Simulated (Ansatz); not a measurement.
Two structures, one formula

The two ends of one reaction step of AlH3ClF, closed shell (PBE0-D4/def2-TZVP).

A:

Al1  (-0.663, 0.327, -0.347)
F2  (-0.973, -0.577, 1.029)
H3  (-0.889, -0.404, -1.728)
H4  (-0.584, 1.891, -0.152)
H5  (1.273, -0.921, 1.093)
Cl6  (1.837, -0.316, 0.104)
(Å)

B:

Al1  (-0.209, 0.387, -0.524)
F2  (-0.541, -0.715, 1.147)
H3  (-0.907, -0.457, -1.653)
H4  (-0.601, 1.844, -0.073)
H5  (0.397, -0.892, 1.223)
Cl6  (1.861, -0.166, -0.120)
(Å)

Program: Ansatz 0.2.0. Basis: def2-TZVPP. Cores are frozen in the correlated methods. B3LYP uses VWN-RPA correlation.

Q: Which structure is lower at CCSD(T), and by how much? (To be estimated.)

A: Computed: A, by 0.36 kcal/mol (electronic energy, against the other); a gap this small isn't resolved in one triple-zeta basis. By their contacts, A is AlH₃ClF ([F][AlH2][ClH]) and B is AlH₃ClF ([FH][AlH2][Cl]).

Q: Do the other methods give the same order? (Judge from chemistry; the calculation decides.)

A: The calculation gives: Not all: SPW92, PBE-D4, r2SCAN-D4, PBE0-D4, r2SCAN0-D4, wB97M-V, PBE-QIDH, MP2 give the other order.

| method | E(B) − E(A) (kcal/mol) |
| --- | --- |
| SPW92 | -3.21 |
| PBE-D4 | -1.05 |
| BLYP-D4 | 1.27 |
| r2SCAN-D4 | -0.89 |
| B97M-V | 0.28 |
| PBE0-D4 | -1.47 |
| B3LYP-D4 | 0.71 |
| r2SCAN0-D4 | -1.26 |
| BHLYP-D4 | 0.44 |
| CAM-B3LYP-D4 | 0.66 |
| wB97X-V | 0.02 |
| wB97M-V | -0.36 |
| B2PLYP | 0.54 |
| PBE-QIDH | -1.29 |
| RPA on PBE | 1.63 |
| HF | 1.35 |
| MP2 | -0.29 |
| CCSD | 0.76 |
| CCSD(T) | 0.36 |

The T1 diagnostic stays at or below 0.010.

Labels in which every atom is bracketed show which atoms are joined, not bond orders.

For scale, one of the runs: CCSD(T)/def2-TZVPP, 157 basis functions, launched by `ansatz run in.yaml --threads 2 --pin off --events-out ev --progress --plain --max-ram 4352MiB`. The run took 18 s on 2 CPU threads of an Intel Xeon Platinum 8259CL (shared host), with 1.1 GiB of host memory at its peak.
